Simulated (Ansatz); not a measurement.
(H3Si)2O (Si2OH6). Total charge 0; singlet. Geometry r2SCAN-D4/def2-TZVP, basis def2-TZVP, Ansatz.

| atom | x (Å) | y (Å) | z (Å) |
| --- | --- | --- | --- |
| Si1 | 0.1762 | -1.0195 | 1.1778 |
| H2 | 1.5784 | -1.4762 | 1.0020 |
| H3 | -0.6937 | -2.1842 | 1.4626 |
| H4 | 0.1191 | -0.0654 | 2.3152 |
| O5 | -0.3591 | -0.3035 | -0.1922 |
| Si6 | -0.2308 | 0.9731 | -1.2072 |
| H7 | -1.1307 | 0.7402 | -2.3604 |
| H8 | -0.6274 | 2.2233 | -0.5102 |
| H9 | 1.1681 | 1.1122 | -1.6875 |

```json
{"run": "A", "HOMO (eV)": "-8.74", "LUMO (eV)": "-0.22"}
{"run": "B", "HOMO (eV)": "-11.50", "LUMO (eV)": "1.97"}
{"run": "C", "HOMO (eV)": "-12.28", "LUMO (eV)": "2.85"}
{"run": "D", "HOMO (eV)": "-7.68", "LUMO (eV)": "-0.67"}
{"run": "E", "HOMO (eV)": "-11.18", "LUMO (eV)": "1.80"}
{"run": "F", "HOMO (eV)": "-11.04", "LUMO (eV)": "1.47"}
```

LC-ωPBE has ω = 0.4 bohr⁻¹.

Problem. The runs used HF, LC-ωPBE, PBE0, r2SCAN, ωB97M-V, ωB97X-V. Estimate which is which.

Solution. A PBE0 (25 % exact exchange); B LC-ωPBE (range-separated); C HF (100 % exact exchange); D r2SCAN (0 % exact exchange); E ωB97X-V (range-separated); F ωB97M-V (range-separated). Exact exchange lowers occupied and raises empty levels; among semilocal functionals meta-GGAs tend to open the gap a little, and such runs are hard to tell apart. The gap grows from 7.01 eV (r2SCAN) to 15.13 eV (HF).
